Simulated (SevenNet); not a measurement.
# Rock-salt TiC

Computed with the machine-learned potential SevenNet-l3i5 (trained on PBE and PBE+U data).

Cell (relaxed at this level):

```yaml
crystal:
  lattice:
    - [0.00000, 2.16756, 2.16756]
    - [2.16756, 0.00000, 2.16756]
    - [2.16756, 2.16756, 0.00000]
  atoms:
    - { symbol: Ti, position: [0.00000, 0.00000, 0.00000] }
    - { symbol: C, position: [0.50000, 0.50000, 0.50000] }
```

```
Item                                Result
---------------------------  -------------
lattice constant a                 4.335 Å
equilibrium volume per atom  10.18 Å³/atom
```

Measured, for comparison: lattice constant a 4.33 Å, equilibrium volume per atom 10.15 Å³/atom (temperature not stated, no zero-point or thermal correction; as tabulated in Zhang et al. (2018), doi:10.1088/1367-2630/aac7f0). Computed (rounded) less measured: lattice constant a +0.1 %, equilibrium volume per atom +0.3 %.

A machine-learned potential is trained on density-functional data: it inherits that level's misses and adds fitting errors of its own.
